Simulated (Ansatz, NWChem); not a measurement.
## Worked example: vertical ionisation energy of C2H2O (ethenone)

C2H2O: 5 atoms, total charge 0, spin state singlet. SMILES: `C=C=O`. The coordinates come from a PBE0-D4/def2-TZVP relaxation.

Both states at this one shape; open shells run unrestricted unless said. 1 Eh = 27.2114 eV.

```tsv
level	program	singlet C2H2O (Eh)	doublet C2H2O+ (Eh)
r2SCAN/pcseg-1	NWChem	-152.484886	-152.127198
CCSD/STO-3G, 3 core orbitals frozen	Ansatz	-149.930782	-149.691534
CCSD(T)/pcseg-1, 3 core orbitals frozen	Ansatz	-152.152561	-151.805328
```

Work out the vertical ionisation energy at each level.


1. r2SCAN/pcseg-1: -152.127198 − (-152.484886) = 0.357688 Eh = 9.73 eV.
2. CCSD/STO-3G: -149.691534 − (-149.930782) = 0.239248 Eh = 6.51 eV.
3. CCSD(T)/pcseg-1: -151.805328 − (-152.152561) = 0.347233 Eh = 9.45 eV.

No measured value is set beside it here; the levels span 6.51 to 9.73 eV. Minimal sets are far from the basis-set limit. The second state is spin-contaminated at CCSD/STO-3G (⟨S²⟩ = 0.94).
